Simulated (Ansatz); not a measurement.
fcc Ir, treated with PBEsol+SOC in Ansatz (plane waves, PAW).

The run printed, among other lines:

```
Crystal: 1 atoms, lattice volume = 14.072 Å³
Basis set: ecut = 520 eV, 339 PW (Γ), exchange–correlation on 48×48×48 points (8 copies of the dense FFT grid, shifted against one another)
Bands: 26, of which v1, the nominal top of the filled ones, is band 17 counted from 1 (16 counted from 0)
Symmetry: 48 space group operations + 48 with time reversal
k-points: 413 of 13824
Initial density: superposition of atomic densities (chi_scale 0.1, normalization cell)
Functional: x = pbesol(κ = 0.804, μ = 0.12345679012345678), c = pbesol(β = 0.046)
SCF 1 converged in 7 iterations: F = -11830.286375 eV  dr2 = 6.14e-12
SCF converged after 7 iterations
Free energy (F): -11830.286375 eV
Internal energy: -11830.278410 eV  (E = F + TS)
E sigma→0 (E₀):  -11830.282393 eV
Fermi energy:    25.895557 eV
--- Stress (GPa, compression-positive) ---
       -0.000772       0.000000      -0.000000
       -0.000000      -0.000772       0.000000
       -0.000000       0.000000      -0.000772
  P = ⅓ Tr σ = -0.0008 GPa (-0.008 kbar)
```

### Question
Write an input file that could have produced this run (the log leaves some choices open).

### Answer
This is not unique; one that fits is 
Ansatz 0.2 input:
```yaml
crystal:
  lattice:
    - [0.0, 1.91620272, 1.91620272]
    - [1.91620272, 0.0, 1.91620272]
    - [1.91620272, 1.91620272, 0.0]
  atoms:
    - { symbol: Ir, position: [0.0, 0.0, 0.0] }
basis:
  ecutwfc: 520
  ecutrho_ratio: 4
  xc_grid: 2
kpoints:
  mp_grid: { grid: [24, 24, 24] }
hamiltonian:
  xc: pbesol
  dispersion: none
  pseudopotentials: { kind: paw }
scf:
  occupations: { method: fermi_dirac, width: 0.05 }
  convergence: { dr2_threshold: 0.0000000001 }
output:
  forces: false
  stress: true
  eigenvalues: true
magnetization:
  noncollinear: true
  spin_orbit: true
```

The PAW data were made under PBE.

Ansatz is a quantum-chemistry and plane-wave program.
